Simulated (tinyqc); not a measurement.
Worked calculation: extended Hueckel theory, for CH2. One step of it, computed by the program tinyqc.

Problem. Wolfsberg-Helmholz matrix. H_ij = K' S_ij (H_ii + H_jj)/2 for i != j (the diagonal keeps H_ii), with K' = 1.75.

overlap S, order 1C 2s, 1C 2px, 1C 2py, 1C 2pz, 2H 1s, 3H 1s:
$$\begin{pmatrix}
1.000000 & 0.000000 & 0.000000 & 0.000000 & 0.483501 & 0.483501 \\
0.000000 & 1.000000 & 0.000000 & 0.000000 & 0.000000 & 0.000000 \\
0.000000 & 0.000000 & 1.000000 & 0.000000 & 0.404749 & -0.404749 \\
0.000000 & 0.000000 & 0.000000 & 1.000000 & 0.268954 & 0.268954 \\
0.483501 & 0.000000 & 0.404749 & 0.268954 & 1.000000 & 0.133791 \\
0.483501 & 0.000000 & -0.404749 & 0.268954 & 0.133791 & 1.000000
\end{pmatrix}$$

diagonal H_ii (eV): 1C 2s -21.400000, 1C 2px -11.400000, 1C 2py -11.400000, 1C 2pz -11.400000, 2H 1s -13.600000, 3H 1s -13.600000

K = 1.750000

Give: H.

Solution.

H (eV), order 1C 2s, 1C 2px, 1C 2py, 1C 2pz, 2H 1s, 3H 1s:
$$\begin{pmatrix}
-21.4000 & 0.0000 & 0.0000 & 0.0000 & -14.8072 & -14.8072 \\
0.0000 & -11.4000 & 0.0000 & 0.0000 & 0.0000 & 0.0000 \\
0.0000 & 0.0000 & -11.4000 & 0.0000 & -8.8539 & 8.8539 \\
0.0000 & 0.0000 & 0.0000 & -11.4000 & -5.8834 & -5.8834 \\
-14.8072 & 0.0000 & -8.8539 & -5.8834 & -13.6000 & -3.1842 \\
-14.8072 & 0.0000 & 8.8539 & -5.8834 & -3.1842 & -13.6000
\end{pmatrix}$$
